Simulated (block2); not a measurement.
# HS− (hydrosulfide): DMRG/STO-3G

Aim: the vertical ionisation energy of HS− (hydrosulfide) at DMRG/STO-3G, from 2 runs. Input form: a Python script.

The calculation is run with block2 0.5.4.

5 further runs of the same task are left out: 5 set aside as unsound or not needed.

## (1) The system as given

The species is HS− (2 atoms), meant as a singlet with charge -1. As SMILES, `[SH-]`. The coordinates come from a PBE0-D4/def2-TZVPD relaxation.

Bond lengths: S1–H2 1.346 Å.

## (2) The energy at DMRG/STO-3G

The input, mol.xyz:

```xyz
2
HS
S      0.574700    -0.187900     0.295500
H     -0.574700     0.187900    -0.295500
```

The input, run_dmrg.py:

```python
import numpy as np
from pyscf import cc, dft, gto, mcscf, mp, scf
from pyblock2._pyscf.ao2mo import integrals as itg
from pyblock2.driver.core import DMRGDriver, SymmetryTypes

geom = "mol.xyz"
mol = gto.M(
    atom=geom,
    basis="sto-3g",
    charge=-1,
    spin=0,
    verbose=3,
    max_memory=2000,
)
print("nao = %d" % (mol.nao))
mf = scf.RHF(mol)
mf.conv_tol = 1e-10
mf.max_cycle = 200
mf.kernel()
if not mf.converged:
    mf = mf.newton().run(mf.mo_coeff, mf.mo_occ)
print(f"SCF energy = {mf.e_tot:.10f}")
ref = mf
pt = mp.MP2(ref, frozen=5).run()
mycc = cc.CCSD(ref, frozen=5)
mycc.max_cycle = 150
mycc.kernel()
print("E(MP2) = %.10f" % (pt.e_tot))
if mycc.converged:
    print("CCSD total energy = %.10f" % (mycc.e_tot))
    print("E(CCSD(T)) = %.10f" % (mycc.e_tot + mycc.ccsd_t()))
    print(f"T1 diagnostic = {mycc.get_t1_diagnostic():.4f}")
ks = dft.RKS(mol, xc="hse06").set(conv_tol=1e-9, verbose=3).run()
if ks.converged:
    print("E(HSE06) = %.8f" % (ks.e_tot))
ks = dft.RKS(mol, xc="pbe0").set(conv_tol=1e-9, verbose=3).run()
if ks.converged:
    print(f"E(PBE0) = {ks.e_tot:.8f}")
ks = dft.RKS(mol, xc="wb97x").set(conv_tol=1e-9, verbose=3).run()
if ks.converged:
    print(f"E(wB97X) = {ks.e_tot:.8f}")
ks = dft.RKS(mol, xc="pbe").set(conv_tol=1e-9, verbose=3).run()
if ks.converged:
    print("E(PBE) = %.8f" % (ks.e_tot))
ks = dft.RKS(mol, xc="tpss").set(conv_tol=1e-9, verbose=3).run()
if ks.converged:
    print("E(TPSS) = %.8f" % (ks.e_tot))
occ_no, mo = mcscf.addons.make_natural_orbitals(cc.CCSD(mf, frozen=5).run())
mf.mo_coeff = mo
ncas, n_elec, spin, ecore, h1e, g2e, orb_sym = itg.get_rhf_integrals(mf, ncore=5, ncas=5, pg_symm=False, g2e_symm=1)
dmrg = DMRGDriver(scratch="./tmp", symm_type=SymmetryTypes.SU2, stack_mem=1500 << 20, n_threads=1)
idx = dmrg.orbital_reordering(h1e, g2e, method="fiedler")
print("orbital order:", idx.tolist())
h1e = h1e[np.ix_(idx, idx)]
g2e = g2e[np.ix_(idx, idx, idx, idx)]
orb_sym = np.array(orb_sym)[idx]
dmrg.initialize_system(n_sites=ncas, n_elec=n_elec, spin=spin, orb_sym=orb_sym)
mpo = dmrg.get_qc_mpo(h1e=h1e, g2e=g2e, ecore=ecore, iprint=1)
occs = np.array([1.7] * 4 + [0.3] * 1)[idx]
psi = dmrg.get_random_mps(tag="GS", bond_dim=50, nroots=1, occs=occs)
bond_dims = [50] * 3 + [75] * 3 + [100] * 3
noises = [0.0001] * 3 + [0.0001] * 3 + [1e-05] * 3 + [0]
thrds = [1e-09] * 9
e = dmrg.dmrg(mpo, psi, n_sweeps=15, tol=1e-07, bond_dims=bond_dims, noises=noises, thrds=thrds, iprint=1)
ms, dws, es = dmrg.get_dmrg_results()
print("DW = %.3e" % (dws[-1]))
print("final energy = %.10f" % (e))
dm1 = dmrg.get_1pdm(psi)
print("natural occupations =", np.round(np.linalg.eigvalsh(dm1)[::-1], 5).tolist())
c_act = mf.mo_coeff[:, 5:10][:, idx]
dm_ao = c_act @ dm1 @ c_act.T + 2 * mf.mo_coeff[:, :5] @ mf.mo_coeff[:, :5].T
print("dipole / D =", np.round(scf.hf.dip_moment(mol, dm_ao, verbose=0), 4).tolist())
print(f"max block entropy = {max(dmrg.get_bipartite_entanglement(psi)):.4f}")
ci = mcscf.CASCI(mf, 5, (4, 4))
ci.fix_spin_(ss=0)
ci.fcisolver.conv_tol = 1e-10
ci.fcisolver.max_cycle = 200
ci.kernel()
print(f"E(FCI) = {ci.e_tot:.10f}")
```

The run is started by

```bash
$ python run_dmrg.py
```

Log:

```text
nao = 10
converged SCF energy = -393.505781565797
SCF energy = -393.5057815658
E(RMP2) = -393.519648851192  E_corr = -0.0138672853941711
E(SCS-RMP2) = -393.52242230827  E_corr = -0.0166407424730053
E(CCSD) = -393.526025997014  E_corr = -0.02024443121655472
E(MP2) = -393.5196488512
CCSD total energy = -393.5260259970
CCSD(T) correction = 9.69725113088079e-20
E(CCSD(T)) = -393.5260259970
T1 diagnostic = 0.0028
converged SCF energy = -394.026166544781
E(HSE06) = -394.02616654
converged SCF energy = -394.010379986689
E(PBE0) = -394.01037999
converged SCF energy = -394.145911631105
E(wB97X) = -394.14591163
converged SCF energy = -393.944508519951
E(PBE) = -393.94450852
converged SCF energy = -394.158861723447
E(TPSS) = -394.15886172
E(CCSD) = -393.526025997014  E_corr = -0.02024443121655472
orbital order: [3, 4, 0, 1, 2]
integral symmetrize error =  0.0
integral cutoff error =  0.0
mpo terms =        474

Build MPO | Nsites =     5 | Nterms =        474 | Algorithm = FastBIP | Cutoff = 1.00e-20
 Site =     0 /     5 .. Mmpo =    14 DW = 0.00e+00 NNZ =       14 SPT = 0.0000 Tmvc = 0.000 T = 0.000
 Site =     1 /     5 .. Mmpo =    32 DW = 0.00e+00 NNZ =       89 SPT = 0.8013 Tmvc = 0.000 T = 0.000
 Site =     2 /     5 .. Mmpo =    32 DW = 0.00e+00 NNZ =      246 SPT = 0.7598 Tmvc = 0.000 T = 0.000
 Site =     3 /     5 .. Mmpo =    14 DW = 0.00e+00 NNZ =       87 SPT = 0.8058 Tmvc = 0.000 T = 0.000
 Site =     4 /     5 .. Mmpo =     1 DW = 0.00e+00 NNZ =       14 SPT = 0.0000 Tmvc = 0.000 T = 0.000
Ttotal =      0.002 Tmvc-total = 0.000 MPO bond dimension =    32 MaxDW = 0.00e+00
NNZ =          450 SIZE =         1948 SPT = 0.7690

Rank =     0 Ttotal =      0.002 MPO method = FastBipartite bond dimension =      32 NNZ =          450 SIZE =         1948 SPT = 0.7690

Sweep =    0 | Direction =  forward | Bond dimension =   50 | Noise =  1.00e-04 | Dav threshold =  1.00e-09
Time elapsed =      0.009 | E =    -393.5260249453 | DW = 8.60946e-22

Sweep =    1 | Direction = backward | Bond dimension =   50 | Noise =  1.00e-04 | Dav threshold =  1.00e-09
Time elapsed =      0.019 | E =    -393.5260259746 | DE = -1.03e-06 | DW = 2.29876e-27

Sweep =    2 | Direction =  forward | Bond dimension =   50 | Noise =  1.00e-04 | Dav threshold =  1.00e-09
Time elapsed =      0.029 | E =    -393.5260259746 | DE = 0.00e+00 | DW = 1.61917e-24

Sweep =    3 | Direction = backward | Bond dimension =   75 | Noise =  1.00e-04 | Dav threshold =  1.00e-09
Time elapsed =      0.040 | E =    -393.5260259746 | DE = 0.00e+00 | DW = 9.09237e-27

Sweep =    4 | Direction =  forward | Bond dimension =   75 | Noise =  1.00e-04 | Dav threshold =  1.00e-09
Time elapsed =      0.049 | E =    -393.5260259746 | DE = -1.78e-15 | DW = 9.85902e-25

Sweep =    5 | Direction = backward | Bond dimension =   75 | Noise =  1.00e-04 | Dav threshold =  1.00e-09
Time elapsed =      0.059 | E =    -393.5260259746 | DE = 0.00e+00 | DW = 1.35749e-21

Sweep =    6 | Direction =  forward | Bond dimension =  100 | Noise =  1.00e-05 | Dav threshold =  1.00e-09
Time elapsed =      0.072 | E =    -393.5260259746 | DE = -7.11e-15 | DW = 1.10870e-25

Sweep =    7 | Direction = backward | Bond dimension =  100 | Noise =  1.00e-05 | Dav threshold =  1.00e-09
Time elapsed =      0.082 | E =    -393.5260259746 | DE = 0.00e+00 | DW = 9.73177e-21

Sweep =    8 | Direction =  forward | Bond dimension =  100 | Noise =  1.00e-05 | Dav threshold =  1.00e-09
Time elapsed =      0.094 | E =    -393.5260259746 | DE = 3.55e-15 | DW = 1.36649e-33

Sweep =    9 | Direction = backward | Bond dimension =  100 | Noise =  0.00e+00 | Dav threshold =  1.00e-08
Time elapsed =      0.103 | E =    -393.5260259746 | DE = -3.55e-15 | DW = 2.29730e-27

DW = 2.297e-27
final energy = -393.5260259746
natural occupations = [1.9989, 1.99877, 1.99877, 1.9733, 0.03026]
dipole / D = [-2.4029, 0.7856, -1.2355]
max block entropy = 0.0709
CASCI E = -393.526025974807  E(CI) = -12.4799917935774  S^2 = 0.0000000
E(FCI) = -393.5260259748
```

Wall time 2.4 s (1 thread of Arm Neoverse V2, shared host); peak memory 0.24 GiB.

## (3) Doublet neutral HS: a single-point energy at DMRG/STO-3G

The input, block2_dmrg.py:

```python
import numpy as np
from pyscf import cc, dft, gto, lo, mcscf, mp, scf
from pyblock2._pyscf.ao2mo import integrals as itg
from pyblock2.driver.core import DMRGDriver, SymmetryTypes

geom = """
S      0.574700    -0.187900     0.295500
H     -0.574700     0.187900    -0.295500
"""
mol = gto.M(
    atom=geom,
    basis="sto-3g",
    charge=0,
    spin=1,
    verbose=3,
)
print("nao                            = %d" % (mol.nao))
mf = scf.ROHF(mol)
mf.conv_tol = 1e-10
mf.max_cycle = 200
mf.kernel()
if not mf.converged:
    mf = mf.newton().run(mf.mo_coeff, mf.mo_occ)
print(f"SCF energy                     = {mf.e_tot:.10f}")
# single-reference ladder for comparison
ref = scf.UHF(mol).run(mf.make_rdm1(), conv_tol=1e-10)
pt = mp.MP2(ref, frozen=5).run()
mycc = cc.CCSD(ref, frozen=5)
mycc.max_cycle = 150
mycc.kernel()
print("MP2 total energy               = %.10f" % (pt.e_tot))
if mycc.converged:
    print(f"E(CCSD)                        = {mycc.e_tot:.10f}")
    print("E(CCSD(T))                     = %.10f" % (mycc.e_tot + mycc.ccsd_t()))
# a few density functionals on the same geometry and basis
ks = dft.UKS(mol, xc="hse06").set(conv_tol=1e-9, verbose=3).run(mf.make_rdm1())
if ks.converged:
    print("E(HSE06)                       = %.8f" % (ks.e_tot))
ks = dft.UKS(mol, xc="pbe0").set(conv_tol=1e-9, verbose=3).run(mf.make_rdm1())
if ks.converged:
    print("E(PBE0)                        = %.8f" % (ks.e_tot))
ks = dft.UKS(mol, xc="wb97x").set(conv_tol=1e-9, verbose=3).run(mf.make_rdm1())
if ks.converged:
    print(f"E(wB97X)                       = {ks.e_tot:.8f}")
ks = dft.UKS(mol, xc="pbe").set(conv_tol=1e-9, verbose=3).run(mf.make_rdm1())
if ks.converged:
    print("E(PBE)                         = %.8f" % (ks.e_tot))
ks = dft.UKS(mol, xc="tpss").set(conv_tol=1e-9, verbose=3).run(mf.make_rdm1())
if ks.converged:
    print(f"E(TPSS)                        = {ks.e_tot:.8f}")
# localise doubly occupied and virtual orbitals apart
mo = mf.mo_coeff.copy()
for a, b in ((5, 8), (9, 10)):
    if b - a > 1:
        mo[:, a:b] = lo.PM(mol, mo[:, a:b]).kernel()
mf.mo_coeff = mo
ncas, n_elec, spin, ecore, h1e, g2e, orb_sym = itg.get_rhf_integrals(mf, ncore=5, ncas=5, pg_symm=False, g2e_symm=1)
driver = DMRGDriver(scratch="./tmp", symm_type=SymmetryTypes.SU2, stack_mem=1500 << 20, n_threads=1)
# order the orbitals along the chain
idx = driver.orbital_reordering(h1e, g2e, method="fiedler")
print("orbital order:", idx.tolist())
h1e = h1e[np.ix_(idx, idx)]
g2e = g2e[np.ix_(idx, idx, idx, idx)]
orb_sym = np.array(orb_sym)[idx]
driver.initialize_system(n_sites=ncas, n_elec=n_elec, spin=spin, orb_sym=orb_sym)
mpo = driver.get_qc_mpo(h1e=h1e, g2e=g2e, ecore=ecore, iprint=0)
occs = np.array([1.8] * 3 + [1.0] * 1 + [0.2] * 1)[idx]
ket = driver.get_random_mps(tag="GS", bond_dim=50, nroots=1, occs=occs)
bond_dims = [50] * 2 + [75] * 4 + [100] * 4
noises = [0.0001] * 2 + [0.0001] * 4 + [1e-05] * 4 + [0]
thrds = [1e-07] * 10
e = driver.dmrg(mpo, ket, n_sweeps=16, tol=1e-07, bond_dims=bond_dims, noises=noises, thrds=thrds, iprint=1)
ms, dws, es = driver.get_dmrg_results()
print("discarded weight               = %.3e" % (dws[-1]))
print(f"final energy                   = {e:.10f}")
dm1 = driver.get_1pdm(ket)
print("occupation numbers             =", np.round(np.linalg.eigvalsh(dm1)[::-1], 5).tolist())
c_act = mf.mo_coeff[:, 5:10][:, idx]
dm_ao = c_act @ dm1 @ c_act.T + 2 * mf.mo_coeff[:, :5] @ mf.mo_coeff[:, :5].T
print("dipole / D                     =", np.round(scf.hf.dip_moment(mol, dm_ao, verbose=0), 4).tolist())
print("largest bipartite entropy      = %.4f" % (max(driver.get_bipartite_entanglement(ket))))
# FCI check
ci = mcscf.CASCI(mf, 5, (4, 3))
ci.fix_spin_(ss=0.75)
ci.fcisolver.conv_tol = 1e-10
ci.fcisolver.max_cycle = 200
ci.kernel()
print(f"exact diagonalisation          = {ci.e_tot:.10f}")
```

The run is started by

```bash
$ python block2_dmrg.py
```

Log:

```text
nao                            = 10
converged SCF energy = -393.709472574358
SCF energy                     = -393.7094725744
converged SCF energy = -393.710228680311  <S^2> = 0.75289105  2S+1 = 2.002889
E(UMP2) = -393.724490632243  E_corr = -0.0142619519321257
E(SCS-UMP2) = -393.727343022629  E_corr = -0.0171143423185508
E(UCCSD) = -393.7322175115823  E_corr = -0.02198883127145534
MP2 total energy               = -393.7244906322
E(CCSD)                        = -393.7322175116
UCCSD(T) correction = -8.94472124537339e-09
E(CCSD(T))                     = -393.7322175205
converged SCF energy = -394.189866662723  <S^2> = 0.75092032  2S+1 = 2.0009201
E(HSE06)                       = -394.18986666
converged SCF energy = -394.173863992073  <S^2> = 0.75090901  2S+1 = 2.0009088
E(PBE0)                        = -394.17386399
converged SCF energy = -394.306488147649  <S^2> = 0.75081832  2S+1 = 2.0008182
E(wB97X)                       = -394.30648815
converged SCF energy = -394.110564089018  <S^2> = 0.75069582  2S+1 = 2.0006957
E(PBE)                         = -394.11056409
converged SCF energy = -394.321952402919  <S^2> = 0.75083622  2S+1 = 2.000836
E(TPSS)                        = -394.32195240
orbital order: [1, 4, 0, 2, 3]

Sweep =    0 | Direction =  forward | Bond dimension =   50 | Noise =  1.00e-04 | Dav threshold =  1.00e-07
Time elapsed =      0.015 | E =    -393.7322162554 | DW = 8.40447e-21

Sweep =    1 | Direction = backward | Bond dimension =   50 | Noise =  1.00e-04 | Dav threshold =  1.00e-07
Time elapsed =      0.030 | E =    -393.7322162554 | DE = 1.95e-14 | DW = 8.30308e-23

Sweep =    2 | Direction =  forward | Bond dimension =   75 | Noise =  1.00e-04 | Dav threshold =  1.00e-07
Time elapsed =      0.045 | E =    -393.7322162554 | DE = 7.11e-15 | DW = 1.97719e-21

Sweep =    3 | Direction = backward | Bond dimension =   75 | Noise =  1.00e-04 | Dav threshold =  1.00e-07
Time elapsed =      0.060 | E =    -393.7322162554 | DE = 1.78e-15 | DW = 3.40530e-23

Sweep =    4 | Direction =  forward | Bond dimension =   75 | Noise =  1.00e-04 | Dav threshold =  1.00e-07
Time elapsed =      0.076 | E =    -393.7322162554 | DE = -1.78e-15 | DW = 2.75554e-21

Sweep =    5 | Direction = backward | Bond dimension =   75 | Noise =  1.00e-04 | Dav threshold =  1.00e-07
Time elapsed =      0.089 | E =    -393.7322162554 | DE = -3.55e-15 | DW = 9.30545e-23

Sweep =    6 | Direction =  forward | Bond dimension =  100 | Noise =  1.00e-05 | Dav threshold =  1.00e-07
Time elapsed =      0.104 | E =    -393.7322162554 | DE = 3.55e-15 | DW = 3.55891e-22

Sweep =    7 | Direction = backward | Bond dimension =  100 | Noise =  1.00e-05 | Dav threshold =  1.00e-07
Time elapsed =      0.120 | E =    -393.7322162554 | DE = -1.07e-14 | DW = 1.20399e-23

Sweep =    8 | Direction =  forward | Bond dimension =  100 | Noise =  1.00e-05 | Dav threshold =  1.00e-07
Time elapsed =      0.135 | E =    -393.7322162554 | DE = -1.07e-14 | DW = 1.18897e-21

Sweep =    9 | Direction = backward | Bond dimension =  100 | Noise =  1.00e-05 | Dav threshold =  1.00e-07
Time elapsed =      0.153 | E =    -393.7322162554 | DE = 1.24e-14 | DW = 1.68932e-23

Sweep =   10 | Direction =  forward | Bond dimension =  100 | Noise =  0.00e+00 | Dav threshold =  1.00e-08
Time elapsed =      0.167 | E =    -393.7322162853 | DE = -2.99e-08 | DW = 8.48274e-22

discarded weight               = 8.483e-22
final energy                   = -393.7322162853
occupation numbers             = [1.9992, 1.99821, 1.96807, 1.0, 0.03452]
dipole / D                     = [-0.5232, 0.171, -0.2684]
largest bipartite entropy      = 0.0961
CASCI E = -393.732216295931  E(CI) = -12.6821537569609  S^2 = 0.7500000
exact diagonalisation          = -393.7322162959
```

Wall time 3.6 s (1 thread of Arm Neoverse V2, shared host); peak memory 0.24 GiB.

## (4) Summary of results

Level: DMRG/STO-3G, 5 core orbitals frozen.

| quantity | value |
| --- | --- |
| run 1, DMRG/STO-3G: total energy | -393.52603 Eh |
| run 1, DMRG/STO-3G: T1 diagnostic of the CCSD step | 0.003 |
| doublet neutral HS: total energy | -393.73222 Eh |
| doublet neutral HS: dipole moment (of the density that the program reports) | 0.61 D |
| vertical detachment energy (to the doublet neutral) | -5.611 eV |

**Reading.** The species is unbound against losing an electron at this level, by 5.61 eV (−129 kcal/mol); missing correlation or diffuse functions can give that sign where the real anion is bound. In a minimal basis such a difference can be off by several eV, whatever the method.
